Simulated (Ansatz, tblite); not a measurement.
Cost and result up the ladder for H2Al(BH4) (AlBH₆) (8 atoms). Charge 0, multiplicity 1. Geometry: PBE0-D4/def2-TZVP.

```
atom   x (Å)   y (Å)   z (Å)
 Al1  -0.254   1.063  -0.317
  H2  -0.153  -0.015   1.063
  B3   0.228  -0.959   0.286
  H4   0.298  -0.495  -0.906
  H5   0.924   2.108  -0.302
  H6  -1.751   1.329  -0.725
  H7  -0.635  -1.785   0.290
  H8   1.342  -1.247   0.611
```

Ansatz on 4 threads of AMD EPYC 9R45 on a shared host; xTB runs through tblite on one thread. Times are rough, summed over both states, and most runs start from the orbitals of an earlier one. PBE0-D4/def2-TZVP serves as the yardstick here, not as an exact answer. The other state is a doublet.

The xTB rows come from tblite. Correlated methods freeze 6 core orbitals. In CCSD on the charge 1 doublet the largest single amplitude is 0.18, so its Hartree–Fock determinant may place the open shell otherwise than the density functionals do.

Run but left out: HF/def2-TZVPP, MP2/def2-TZVPP (charge +1 doublet: a determinant that CCSD turns far, T1 0.046).

Correlated methods converge slowly with the basis.

Raw xTB energies of ions are shifted by several eV.

```json
{"level": "GFN2-xTB", "functions": "19", "wall time": "0.004 s", "vertical IE (eV)": "14.22", "difference from PBE0-D4/def2-TZVP (eV)": "3.13", "remarks": "–"}
{"level": "GFN1-xTB", "functions": "25", "wall time": "0.006 s", "vertical IE (eV)": "15.27", "difference from PBE0-D4/def2-TZVP (eV)": "4.17", "remarks": "–"}
{"level": "PBE-D4/def2-TZVP", "functions": "104", "wall time": "0.65 s", "vertical IE (eV)": "10.66", "difference from PBE0-D4/def2-TZVP (eV)": "-0.43", "remarks": "–"}
{"level": "PBE0-D4/def2-TZVP", "functions": "104", "wall time": "0.85 s", "vertical IE (eV)": "11.10", "difference from PBE0-D4/def2-TZVP (eV)": "0.00", "remarks": "–"}
{"level": "r2SCAN-D4/def2-TZVP (with forces)", "functions": "104", "wall time": "1.2 s", "vertical IE (eV)": "10.84", "difference from PBE0-D4/def2-TZVP (eV)": "-0.25", "remarks": "–"}
{"level": "CCSD(T)/def2-TZVPP", "functions": "157", "wall time": "8.3 s", "vertical IE (eV)": "11.61", "difference from PBE0-D4/def2-TZVP (eV)": "0.51", "remarks": "large T1 (0.046) (+1 doublet), spin-contaminated (⟨S²⟩ 0.84) (+1 doublet)"}
```
